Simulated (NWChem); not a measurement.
CH2Cl2 cation, doublet; SMILES of the neutral closed-shell parent ClCCl

```xyz
5

Cl     1.4800     0.0000     0.1840
C      0.0000     0.0000    -0.6748
Cl    -1.4800     0.0000     0.1840
H      0.0000     0.8675    -1.3908
H      0.0000    -0.8675    -1.3908
```
Atoms are numbered in this order, from 1.

Program: NWChem. Spin-unrestricted. In the optimisation the excess spin sits in b2 (C2v, its own frame). Coordinates come from a PBE0/def2-SVP, spin-unrestricted optimisation. This spin state was assumed; another may lie lower. No stability test was run on the SCF state. B3LYP is NWChem's, with the RPA form of VWN correlation. Atomic charges in e: unrestrained fits to the electrostatic potential beside Mulliken populations; buried atoms are poorly determined by the fit.

**Question.** Predict the results for B3LYP/def2-SVP. Quantities: ESP Cl1; Mulliken Cl1; ESP C2; Mulliken C2; ESP Cl3; Mulliken Cl3; relative RMS misfit of the potential (%).

**Answer.** 
* **ESP Cl1**: 0.31
* **Mulliken Cl1**: 0.28
* **ESP C2**: -0.12
* **Mulliken C2**: -0.01
* **ESP Cl3**: 0.31
* **Mulliken Cl3**: 0.28
* **relative RMS misfit of the potential (%)**: 3
